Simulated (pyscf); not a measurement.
Four-centre exchange: HO–SiH₂–F (SMILES O[SiH2]F) + HO–SiH₃ (SMILES O[SiH3]) → HO–SiH₂–SiH(OH)–F (SMILES O[SiH2][SiH](O)F) + H₂ (SMILES [H][H])

Gas phase, singlet surface, charge 0. Bonds broken: Si2–H5, Si8–H10. Bonds formed: Si2–Si8, H5–H10. Single points on ωB97X-D3(BJ)/def2-SVP structures (PySCF, gas phase).

Transition state (Å):

```xyz
12

O      0.8556     1.1951     1.8893
Si     0.3615     0.3353     0.5465
F     -0.2834     1.3908    -0.5365
H      1.5844     1.8155     1.7805
H     -0.8813    -1.2516     0.3249
H      1.5706    -0.2146    -0.1550
O     -2.7214    -1.7805     2.4777
Si    -1.4821    -0.8599     1.8198
H     -3.6138    -1.5590     2.1854
H     -1.5849    -1.8905     0.3907
H     -0.3967    -1.2570     2.7454
H     -2.1414     0.4488     1.5390
```

One imaginary mode, 1141i cm⁻¹; descent along it reached the two sides named.

| bond | change | reactant side (Å) | saddle | product side |
|---|---|---|---|---|
| Si2–H5 | breaks | 1.479 | 2.028 | 3.1 |
| Si8–H10 | breaks | 1.496 | 1.765 | 3.4 |
| Si2–Si8 | forms | 3.9 | 2.539 | 2.333 |
| H5–H10 | forms | 2.7 | 0.953 | 0.760 |

Electronic energies relative to the separated reactants (kcal/mol):

| level | barrier | reaction energy | reverse barrier |
|---|---|---|---|
| ωB97X-D3(BJ)/def2-TZVP | 64.8 | +6.0 | 58.8 |
| PBE/def2-TZVP | 55.9 | +6.9 | 49.1 |
| r²SCAN/def2-TZVP | 60.7 | +8.3 | 52.4 |
| B3LYP-D3(BJ)/def2-TZVP | 65.6 | +9.0 | 56.6 |
| PBE0-D3(BJ)/def2-TZVP | 59.8 | +7.6 | 52.2 |
| M06-2X/def2-TZVP | 69.1 | +9.6 | 59.5 |
| ωB97M-D3(BJ)/def2-TZVP | 67.3 | +11.0 | 56.3 |
| HF/def2-TZVP | 94.5 | +18.5 | 75.9 |

With ωB97M-D3(BJ)/def2-TZVP energies and thermal terms (ideal gas, 1 atm, RRHO with modes under 100 cm⁻¹ raised to 100, one conformer, R ln 2 for chiral ones without a mode under 150 cm⁻¹), in kcal/mol:

```
T (K)   ΔH‡    ΔG‡     ΔH     ΔG
-----  ----  -----  -----  -----
298    66.2   77.8   +9.3  +13.0
600    67.1   89.1  +11.0  +15.9
900    67.9  100.0  +12.0  +18.2
1200   68.7  110.6  +12.6  +20.1
```

At the saddle there is also a short H–Si contact that neither side keeps. The same reactants have a lower exit, to HO–SiH₂–O–SiH₃ + HF (barrier +22.3 kcal/mol at ωB97M-D3(BJ)/def2-TZVP, against +67.3 kcal/mol here). This is the saddle that the search found; another between the same sides may lie lower.
